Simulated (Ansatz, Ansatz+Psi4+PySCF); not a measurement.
```yaml
atoms:
  - { symbol: C, position_ang: [-0.0008, -0.0538, -0.5842] }
  - { symbol: N, position_ang: [-0.0025, -0.0770, 0.6895] }
  - { symbol: H, position_ang: [0.0057, 0.8886, 1.0650] }
  - { symbol: H, position_ang: [0.0093, -0.9926, -1.1369] }
  - { symbol: H, position_ang: [-0.0026, 0.8638, -1.1980] }
```

Basis set: cc-pVTZ (spherical functions). Frozen core: 2 orbitals. Charge 0, multiplicity 1.

Computed with Ansatz (development build ahead of 0.2.0); each method stands on the lowest determinant of its kind that the runs found. Restricted open shells among the atoms or ions are ROHF, correlated in semicanonical orbitals with singles.

Task: Give the atomization energy at this shape (free ground-state atoms in the same class of orbitals less the molecule, no zero-point energy) of singlet CH3N by RHF-MP2, RHF.

Result:

| method | atomization energy |
| --- | --- |
| RHF-MP2 | 18.62 eV |
| RHF | 13.14 eV |
